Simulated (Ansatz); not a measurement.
# C3H6FNO: the cost of one run

Program: Ansatz 0.2.0, Gaussian basis. Level of theory: the settings change from run to run. These are calculated values, not measurements.

### Step 1. The molecule

The structure was relaxed beforehand with PBE0-D4 in a triple-zeta def2 set.

SMILES `C/N=C(\F)OC`, 12 atoms, charge 0, spin multiplicity 1.

Atoms are counted from 1 here; the program's logs count them from 0.

Bond lengths: C1–N2 1.441 Å, C1–H7 1.093 Å, C1–H8 1.094 Å, C1–H9 1.093 Å, N2–C3 1.245 Å, C3–F4 1.333 Å, C3–O5 1.320 Å, O5–C6 1.422 Å, C6–H10 1.088 Å, C6–H11 1.091 Å, C6–H12 1.091 Å. Angles: N2–C1–H7 109.1°, N2–C1–H8 114.2°, N2–C1–H9 109.1°, H7–C1–H8 108.6°, H7–C1–H9 106.9°, H8–C1–H9 108.6°, C1–N2–C3 120.8°, N2–C3–F4 125.7°, N2–C3–O5 126.5°, F4–C3–O5 107.8°, C3–O5–C6 115.1°, O5–C6–H10 105.6°, O5–C6–H11 110.4°, O5–C6–H12 110.4°, H10–C6–H11 110.8°, H10–C6–H12 110.8°, H11–C6–H12 108.8°.

### Step 2. r2SCAN50/ANO-RCC-VTZP

This run has density fitting with def2-universal-jkfit, relativity set to scalar.

File in.yaml:

```yaml
crystal:
  periodic: [false, false, false]
  atoms:
    - {symbol: C, position_ang: [-1.674050, -0.340590, 1.126990]}
    - {symbol: N, position_ang: [-0.513439, 0.092804, 0.390874]}
    - {symbol: C, position_ang: [0.170171, -0.720822, -0.258364]}
    - {symbol: F, position_ang: [-0.063544, -2.029971, -0.356930]}
    - {symbol: O, position_ang: [1.248965, -0.448346, -0.968667]}
    - {symbol: C, position_ang: [1.641871, 0.918718, -0.970598]}
    - {symbol: H, position_ang: [-1.546901, -0.081159, 2.181036]}
    - {symbol: H, position_ang: [-1.877342, -1.412847, 1.053728]}
    - {symbol: H, position_ang: [-2.550072, 0.205590, 0.768179]}
    - {symbol: H, position_ang: [2.532536, 0.965838, -1.593111]}
    - {symbol: H, position_ang: [1.861048, 1.253155, 0.044390]}
    - {symbol: H, position_ang: [0.847758, 1.542432, -1.383426]}
basis:
  gaussian: {orbitals: ANO-RCC-VTZP, fitting: {mean_field: def2-universal-jkfit}}
hamiltonian: {xc: {name: r2SCAN50}, pseudopotentials: {relativity: scalar}}
output: {forces: true}
```

Command:

```sh
ansatz run in.yaml --threads 4 --pin off --events-out ev --progress --plain --max-ram 10444MiB
```

**Question.** How long does this run take on 4 threads of Intel Xeon 6975P-C, shared host, and how much memory does it need?

About 4.1 s, with a peak of 0.66 GiB.
